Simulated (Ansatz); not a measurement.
# doublet HO2 at 6 levels

We compute a comparison of 6 runs (UHF/STO-3G, UBLYP/STO-3G, UCAM-B3LYP/STO-3G, UPBE0/STO-3G, UCCSDT/STO-3G, UCCSD/STO-3G) of doublet HO2. 

The calculation is run with Ansatz 0.2.0.

10 further runs of the same task are left out: 9 that didn't finish, 1 set aside as unsound or not needed.

### 1 The system as given

The species is HO2 (3 atoms), meant as a doublet with charge 0. SMILES of the parent species: `[O-]O`. Geometry: relaxed at PBE0-D4/def2-TZVPD. That shape belongs to the parent species and isn't relaxed for this state.

Bond lengths: O1–O2 1.479 Å, O2–H3 0.961 Å. Angles: O1–O2–H3 100.1°.

### 2 The energy at UHF/STO-3G (run 1)

job.yaml

```yaml
crystal:
  periodic: [false, false, false]
  atoms:
    - {symbol: O, position_ang: [-0.357760, 1.025590, -0.080830]}
    - {symbol: O, position_ang: [-0.242260, -0.445880, -0.180750]}
    - {symbol: H, position_ang: [0.600030, -0.579720, 0.261570]}
basis:
  gaussian:
    orbitals: STO-3G
magnetization:
  spin_polarized: true
  initial_magnetization: 1
hamiltonian:
  xc: hf
accuracy: high
```

Launch:

```console
$ ansatz run job.yaml --threads 1 --pin off --max-ram 3480MiB --events-out events.jsonl --progress --plain --runs-dir runs
```

What it wrote:

```text
Warning: RAYON_NUM_THREADS=1 ignored (pool sized by the plan → 1); use --threads N
Functional definition: HF
  name "HF"
  exchange = exact_x
  correlation = 0
168 factors; integrals over basis functions are off by at most 4.4e-8 eV
mean field evaluation 1: about -4029.3007 eV, gradient 1.4e1 eV
mean field evaluation 2: about -4029.3905 eV, gradient 1.4e1 eV
mean field evaluation 4: about -4031.6109 eV, gradient 3.7e0 eV
mean field evaluation 8: about -4032.2063 eV, gradient 5.8e-1 eV
mean field evaluation 16: about -4032.2485 eV, gradient 8.8e-6 eV
mean field evaluation 32: about -4031.7514 eV, gradient 4.2e0 eV
mean field evaluation 64: about -4030.9254 eV, gradient 9.1e0 eV
mean field -4032.24851576 eV, -148.1823997980 hartree, gradient 1.6e-8 eV, S^2 0.858510; 3 other end points of the search recorded, 0 dependent functions left out
reference -4032.24851576 eV, -148.1823997980 hartree; 9, 8 occupied and 2, 3 virtual orbitals, 168 factors
Total energy: -4032.24851576 eV, -148.1823997980 hartree
```

Run time: 0.1 s. Hardware: 1 thread of Arm Neoverse V1, shared host.

### 3 The energy at UBLYP/STO-3G (run 2)

job.yaml

```yaml
basis:
  gaussian: {orbitals: STO-3G}
crystal:
  periodic: [false, false, false]
  atoms:
    - symbol: O
      position_ang: [-0.357760, 1.025590, -0.080830]
    - symbol: O
      position_ang: [-0.242260, -0.445880, -0.180750]
    - symbol: H
      position_ang: [0.600030, -0.579720, 0.261570]
magnetization: {spin_polarized: true, initial_magnetization: 1}
hamiltonian: {xc: {name: BLYP}}
accuracy: high
```

Launch:

```console
$ ansatz run job.yaml --threads 1 --pin off --max-ram 3480MiB --events-out events.jsonl --progress --plain --runs-dir runs
```

What it wrote:

```text
Warning: RAYON_NUM_THREADS=1 ignored (pool sized by the plan → 1); use --threads N
Functional definition: BLYP
  name "BLYP"
  parameter beta = 0.0042
  parameter a = 0.04918
  parameter b = 0.132
  parameter c = 0.2533
  parameter d = 0.349
  exchange = b88_x(beta = beta)
  correlation = lyp_c(a = a, b = b, c = c, d = d)
168 factors; integrals over basis functions are off by at most 4.4e-8 eV
mean field evaluation 1: about -4047.7450 eV, gradient 1.3e1 eV
mean field evaluation 2: about -4043.1004 eV, gradient 2.7e1 eV
mean field evaluation 4: about -4048.8723 eV, gradient 1.2e0 eV
mean field evaluation 8: about -4048.8433 eV, gradient 1.0e-2 eV
mean field evaluation 16: about -4048.8433 eV, gradient 2.3e-7 eV
mean field evaluation 32: about -4048.2275 eV, gradient 3.8e0 eV
mean field -4048.84330010 eV, -148.7922468741 hartree, gradient 7.1e-8 eV, S^2 0.750816; 5 other end points of the search recorded, 0 dependent functions left out
reference -4048.84332343 eV, -148.7922477316 hartree; 9, 8 occupied and 2, 3 virtual orbitals, 168 factors
Total energy: -4048.84332343 eV, -148.7922477316 hartree
```

It took 1.3 s on 1 thread of Arm Neoverse V1, shared host; peak memory 0.095 GiB.

Runs 3 to 5 aren't shown in full; the table further down has their settings and results.

### 4 A single-point energy at UCCSD/STO-3G (run 6)

run.yaml

```yaml
crystal:
  periodic: [false, false, false]
  atoms:
    - {symbol: O, position_ang: [-0.357760, 1.025590, -0.080830]}
    - {symbol: O, position_ang: [-0.242260, -0.445880, -0.180750]}
    - {symbol: H, position_ang: [0.600030, -0.579720, 0.261570]}
basis:
  gaussian: {orbitals: STO-3G}
magnetization: {spin_polarized: true, initial_magnetization: 1}
correlation: {method: ccsd, frozen_orbitals: {H: 0, O: 1}}
accuracy: high
scf: {omitted_lower_state_checks: [cluster_reference, increment]}
```

Launch:

```console
$ ansatz run run.yaml --threads 1 --pin off --max-ram 3480MiB --events-out events.jsonl --progress --plain --runs-dir runs
```

What it wrote, shortened:

```text
Warning: RAYON_NUM_THREADS=1 ignored (pool sized by the plan → 1); use --threads N
Functional definition: HF
  name "HF"
[...]
168 factors; integrals over basis functions are off by at most 4.4e-8 eV
[...]
mean field -4032.24851576 eV, -148.1823997980 hartree, gradient 1.6e-8 eV, S^2 0.858510; 7 other end points of the search recorded, 0 dependent functions left out
2 core orbitals not correlated: weight in the atoms' cores, before any rotation towards them, 1.000 or more for the frozen orbitals, at most 0.000 for the correlated occupied ones
reference -4032.24851576 eV, -148.1823997980 hartree; 7, 6 occupied and 2, 3 virtual orbitals, 168 factors
second order -1.53864480 eV of doubles, -0.00000000 eV of singles
cycle   1  -1.94966750 eV  change   -4.1e-1 eV  update   7.3e-2
[...]
cycle  30  -2.51611643 eV  change   5.2e-10 eV  update  3.8e-10
Total energy: -4034.76463219 eV, -148.2748653712 hartree
Checks for a lower state left out: cluster_reference, increment
```

Run time: 0.2 s. Hardware: 1 thread of Arm Neoverse V1, shared host.

### 5 All runs side by side

```
run              level  frozen core orbitals  energy (Eh)   ⟨S²⟩  wall time
  1         UHF/STO-3G                     –  -148.182400  0.859      0.1 s
  2       UBLYP/STO-3G                     –  -148.792248  0.751      1.3 s
  3  UCAM-B3LYP/STO-3G                     –  -148.766152  0.752      1.1 s
  4       UPBE0/STO-3G                     –  -148.698359  0.752     0.83 s
  5      UCCSDT/STO-3G                     2  -148.277154  0.859     0.38 s
  6       UCCSD/STO-3G                     2  -148.274865  0.859      0.2 s
```

### 6 Outcome

```
                                          quantity          value
                               run 6: total energy  -148.27487 Eh
run 6: correlation energy (2 core orbitals frozen)      -92.5 mEh
          run 6: ⟨S²⟩ of the reference determinant          0.859
                              run 6: T1 diagnostic          0.042
```

What this shows: Below the UHF energy at the same shape and in the same basis (STO-3G): UCCSDT -94.8 mEh; UCCSD -92.5 mEh. Totals of different functionals can't be ranked against each other. In runs 1, 2, 3, 4, 5, 6 the basis is minimal, so the values are rough. Spin contamination of the reference: run 1 ⟨S²⟩ = 0.86, run 5 ⟨S²⟩ = 0.86, run 6 ⟨S²⟩ = 0.86. All runs together took 3.9 s, the longest 1.3 s.
